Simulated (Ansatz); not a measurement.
# Al2S: the cost of one run

Computed with Ansatz 0.2.0, Gaussian basis. Level: def2-QZVPP, all electrons in the functionals.

Plan: PBE, BLYP, r2SCAN, B97M-V, PBE0, B3LYP, at charge 0, triplet; charge 0, singlet; charge 0, quintet; charge 1, doublet; charge 1, quartet.

7 further runs of the same task are left out: 1 that didn't finish, 6 set aside as unsound or not needed.

## (1) What is computed

The geometry is a PBE0/def2-TZVP stationary point (not a proven minimum).

3 atoms, charge 0, spin multiplicity 3.

Atoms are counted from 1 here; the program's logs count them from 0.

Bond lengths: Al1–S2 2.194 Å, S2–Al3 2.166 Å. Angles: Al1–S2–Al3 180.0°.

No dispersion term is added; B97M-V holds VV10 nonlocal correlation. B3LYP takes the VWN-RPA correlation.

The geometry shown and the zero of energy belong to the point charge 0, triplet. The yardstick, UCCSD(T), and other wave-function levels (R restricted, U unrestricted, valence and pair active spaces) come from earlier runs.

## (2) PBE, charge 0, triplet

The input, in.yaml:

```yaml
crystal:
  periodic: [false, false, false]
  atoms:
    - {symbol: Al, position_ang: [0.000000, 0.000000, 2.184700]}
    - {symbol: S, position_ang: [0.000000, 0.000000, -0.009600]}
    - {symbol: Al, position_ang: [0.000000, 0.000000, -2.175100]}
basis:
  gaussian: {orbitals: "def2-QZVPP.json"}
magnetization: {spin_polarized: true, initial_magnetization: 2}
hamiltonian: {xc: {name: PBE}}
output: {orbitals: {seedname: orbitals}}
```

Command:

```console
$ ansatz run in.yaml --threads 1 --pin off --events-out ev --progress --plain --max-ram 2393MiB
```

What time and memory should one allow on 1 thread of Arm Neoverse V2, shared host?

About 54 s, with a peak of 0.59 GiB.
